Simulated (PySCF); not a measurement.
Molecule: `C#CCC=O`, C4H4O.

Cartesian coordinates in Å; atom numbers follow the order of the lines, from 1:
```xyz
9

C     2.0773   -0.0053    0.5011
C     0.9902   -0.2161    0.0487
C    -0.3394   -0.4382   -0.4780
C    -1.3352    0.5329    0.1070
O    -2.2481    1.0189   -0.4944
H     3.0395    0.1669    0.8810
H    -0.6707   -1.4452   -0.1976
H    -0.3445   -0.3667   -1.5688
H    -1.1557    0.7590    1.1758
```

Frames of a GFN2-xTB Langevin trajectory at 300 K; GIAO PBE0/pcSseg-1 shieldings in PySCF 2.14.0 with density-fitted response routines, gas phase, non-relativistic; equivalent atoms averaged within each frame.

References, each an isolated molecule treated in the same way: TMS for $^{13}$C (σ = 186.93 ppm) and $^{1}$H (σ = 31.72 ppm); H2O for $^{17}$O (σ = 336.08 ppm). The references are static minima.

How do the shifts (ppm) fluctuate along the trajectory?

Results:


```
         time (fs)     C4    C1    C2    C3     O5     H9  H7/H8    H6
               250  219.9  82.0  80.5  35.5  821.3   9.97   3.20  1.52
               425  196.1  83.2  84.1  39.6  699.8   9.56   2.92  1.96
               625  190.4  88.4  83.3  31.6  660.7  10.04   2.75  2.07
               800  193.8  90.1  82.9  42.3  692.1   9.71   4.44  2.89
              1000  200.6  82.3  82.6  43.3  689.8   9.66   3.13  1.63
    mean of frames  200.1  85.2  82.7  38.4  712.7   9.79   3.29  2.01
standard deviation   11.6   3.8   1.4   4.9   62.5   0.20   0.67  0.54
```

5 frames give an uncertainty of the mean of about the standard deviation over 2.2 at best, since frames this close in time may not be independent; classical motion lacks zero-point vibration, and the reference would need the same averaging.
